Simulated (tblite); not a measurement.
C₄H₄F (doublet state).
Numbering: `[H]/[C:1]=[C:2]1/[CH2:3][C@@H:4]1[F:5]` (hydrogens: H6 on C1; H7, H8 on C3; H9 on C4)

Structure optimised with GFN2-xTB, isolated species. This method treats the open shell by occupation alone, without spin polarisation.

List the bond lengths, angles and torsions at this level.

| bond | length (Å) |
| --- | --- |
| C1=C2 | 1.262 |
| C2–C3 | 1.483 |
| C3–C4 | 1.494 |
| C4–F5 | 1.360 |
| C2–C4 | 1.522 |
| C1–H6 | 1.059 |
| C3–H7 | 1.081 |
| C3–H8 | 1.081 |
| C4–H9 | 1.083 |

A selection of angles:
| angle | degrees |
| --- | --- |
| C2–C1–H6 | 144.0 |
| C1–C2–C3 | 150.2 |
| C1–C2–C4 | 150.1 |
| C3–C2–C4 | 59.6 |
| C2–C3–C4 | 61.5 |
| C2–C3–H7 | 116.7 |
| C2–C3–H8 | 118.5 |
| C4–C3–H7 | 117.3 |
| C4–C3–H8 | 118.2 |
| H7–C3–H8 | 114.6 |
| C3–C4–F5 | 118.6 |
| C3–C4–H9 | 122.3 |
| F5–C4–H9 | 110.7 |
| C2–C4–C3 | 58.9 |
| C2–C4–F5 | 118.0 |
| C2–C4–H9 | 119.5 |

Dihedral angles: C1–C2–C3–C4 -177° (antiperiplanar); C2–C3–C4–F5 107° (anticlinal); C1–C2–C4–C3 177° (antiperiplanar).

The 4 C–C bonds span 1.262 Å (C1=C2, drawn double) to 1.522 Å (C2–C4, drawn single), a spread of 0.260 Å. The 3-membered ring C2–C3–C4 has internal angles of 58.9° to 61.5°. C2 (carbon bonded to 3 C) has angles 150.2°, 150.1° and 59.6°, sum 359.9°, 0.02 Å off the plane of its three neighbours.

Point group: C1 (no symmetry element, even within 0.4 Å). Its GFN2-xTB frequencies are all real (lowest 193 cm⁻¹).

These are computed values.
